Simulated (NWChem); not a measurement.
System: CH₆Si; SMILES C[SiH3]

All runs: NWChem. Geometry: optimised at PBE0/def2-SVP. Level: PBE0/def2-SVP with SMD (1 M gas to 1 M solution), gas-phase geometry. Reactions with the solvent are ignored.

**Question.** What does the run give for solvent n-hexane? Quantities: solvation free energy (kcal/mol); cavity-dispersion-structure term (kcal/mol); dipole in solution (D).

**Answer.** 
```yaml
solvation free energy (kcal/mol): -0.8
cavity-dispersion-structure term (kcal/mol): -0.4
dipole in solution (D): 0.90
```
